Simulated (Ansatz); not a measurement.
This geometry of CH2F + H2S (7 atoms, charge 0, multiplicity 2) is a first-order saddle point.

Theory: Ansatz, UKS BHLYP-D4/cc-pVDZ.

```xyz
7
Properties=species:S:1:pos:R:3
H 0.306 -0.595 -0.064
S 1.529 -1.349 0.271
C -0.845 0.378 -0.286
F -0.470 1.515 0.301
H 2.022 -0.279 0.923
H -0.875 0.447 -1.372
H -1.666 -0.118 0.228
```

(1) Which two structures does it join? (They come from a converged band through this point; their orientation in space is the band's.)

(2) How far does it lie above each of them?

## Answers

(1) Bonds broken: H1–S2. Bonds formed: H1–C3. CH2F + H2S becomes CH3F + HS.

Image 0:

```xyz
7
Properties=species:S:1:pos:R:3
H 1.339 -2.059 0.482
S 2.286 -1.112 0.344
C -1.309 0.673 -0.386
F -0.385 1.158 0.449
H 1.417 -0.112 0.574
H -1.020 0.673 -1.431
H -2.329 0.778 -0.032
```

Image 6:

```xyz
7
Properties=species:S:1:pos:R:3
H -0.455 -0.836 -0.359
S 2.568 -1.037 0.869
C -0.906 0.159 -0.347
F -0.005 1.050 0.203
H 1.750 0.031 0.736
H -1.140 0.479 -1.365
H -1.812 0.154 0.263
```

(2) 0.268 eV above the first and 0.971 eV above the second. This is the barrier of this one path; another mechanism may lie lower.

Run time: 2.8 min on 2 threads of Arm Neoverse V2 (shared host), peak memory 0.17 GiB.
